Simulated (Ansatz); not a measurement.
**CH2BCl (SMILES B=CCl): functionals against CCSD(T) at one geometry**

An exercise on one series of results from a longer session: the logs are not shown, and one member is left open.

Computed with Ansatz 0.2.0, Gaussian basis. Level: single points in def2-TZVPP.

Correlated methods freeze the cores.

**Where the work starts**

5 atoms, charge 0, spin multiplicity 1.

Atoms are counted from 1 here; the program's logs count them from 0.

Bond lengths: B1–C2 1.419 Å, B1–H4 1.181 Å, C2–Cl3 1.717 Å, C2–H5 1.051 Å. Angles: C2–B1–H4 177.1°, B1–C2–Cl3 130.8°, B1–C2–H5 122.6°, Cl3–C2–H5 106.1°.

Coordinates:

```
atom     x (Å)     y (Å)     z (Å)
  B1  -0.81470   0.29030  -0.49640
  C2   0.26470  -0.09630   0.34040
 Cl3   1.68280  -1.00070  -0.00490
  H4  -1.70710   0.56040  -1.22140
  H5   0.38730   0.27570   1.31530
```

The first run:

The input, run/in.yaml:

```yaml
crystal:
  periodic: [false, false, false]
  atoms:
    - {symbol: B, position_ang: [-0.814700, 0.290300, -0.496400]}
    - {symbol: C, position_ang: [0.264700, -0.096300, 0.340400]}
    - {symbol: Cl, position_ang: [1.682800, -1.000700, -0.004900]}
    - {symbol: H, position_ang: [-1.707100, 0.560400, -1.221400]}
    - {symbol: H, position_ang: [0.387300, 0.275700, 1.315300]}
basis:
  gaussian: {orbitals: def2-TZVPP}
correlation: {method: ccsd_t}
output: {forces: true}
```

No record of the launch command was kept for these runs.

Among the steps run: CCSD(T)/def2-TZVPP; PBE0-D4/def2-TZVPP; wB97M-V/def2-TZVPP; r2SCAN-D4/def2-TZVPP; PBE-D4/def2-TZVPP; wB97X-V/def2-TZVPP; BHLYP-D4/def2-TZVPP.

One table of the session follows, with a row left open; its other results are not shown here.

| method | RMS force component (eV/Å) | angle to CCSD(T) forces (°) | dipole (D) |
| --- | --- | --- | --- |
| CCSD(T) | 0.626 | reference | 1.88 |
| PBE0-D4 | 0.746 | 17.5 | 1.92 |
| wB97M-V | 0.795 | 15.5 | 2.00 |
| r2SCAN-D4 | 0.724 | 12.6 | 1.85 |
| PBE-D4 | 0.743 | 11.7 | 1.68 |
| wB97X-V | 0.781 | 14.9 | 2.08 |
| BHLYP-D4 | ? | ? | ? |

Estimate the missing values for BHLYP-D4.

As computed: RMS force component (eV/Å): 0.787; angle to CCSD(T) forces (°): 22.0; dipole (D): 2.12. In the column «RMS force component (eV/Å)» it lies between wB97X-V (0.781) and wB97M-V (0.795).
